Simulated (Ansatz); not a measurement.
# AlClFH: the cost of one run

All numbers below are computed with Ansatz 0.2.0 (RKS B3LYP/def2-SVP).

### Step 1. The starting structure

Bond lengths: Al1–H2 1.560 Å, Al1–Cl3 2.230 Å, Al1–F4 1.690 Å. Angles: H2–Al1–Cl3 120.0°, H2–Al1–F4 120.0°, Cl3–Al1–F4 120.0°.

Coordinates:

```xyz
4

Al    0.0000    0.0000    0.0000
H     0.0000    0.0000    1.5600
Cl    1.9312    0.0000   -1.1150
F    -1.4635    0.0000   -0.8450
```

### Step 2. Preparing the start

The input, input.yaml:

```yaml
crystal:
  periodic: [false, false, false]
  atoms:
    - { symbol: Al, position_ang: [0.0, 0.0, 0.0] }
    - { symbol: H, position_ang: [0.0, 0.0, 1.56] }
    - { symbol: Cl, position_ang: [1.9312, 0.0, -1.115] }
    - { symbol: F, position_ang: [-1.4635, 0.0, -0.845] }
basis:
  gaussian: { orbitals: def2-SVP }
hamiltonian:
  xc: b3lyp
relax:
  f_tol: 0.02
  max_steps: 40
output:
  orbitals: {}
```

On the command line:

```sh
ansatz run input.yaml --threads 1 --pin off --max-ram 2048MiB --backend cpu --events-out ev --progress --plain --runs-dir out
```

**Question.** How long does this run take on 1 thread of Arm Neoverse V1, shared host, and how much memory does it need?

About 8.8 s, with a peak of 0.12 GiB.
